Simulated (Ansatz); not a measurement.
System: fcc Pb. Method: r²SCAN (PAW; Ansatz, a program for electronic structure).

A relaxed, unreconstructed slab of the (111) face has 6 atoms, two equal faces of 10.804 Å² each and an energy of -71524.7368 eV. A bulk cell of 3 atoms with the same orientation and in-plane k mesh has -35762.5624 eV. Energies are extrapolated to zero smearing.

Settings: plane-wave cutoff 500 eV, 18×18×1 k mesh (along the axes of the cell as run), Fermi–Dirac smearing 0.1 eV, scalar-relativistic PAW data made under PBE.

Worked out: γ = (E_slab − N E_bulk per atom)/2A = [-71524.7368 − 6 × (-35762.5624/3)]/(2 × 10.804) = 0.0180 eV/Å². With 16.022 J/m² per eV/Å² this is 0.29 J/m², or 0.19 eV per surface cell and face.
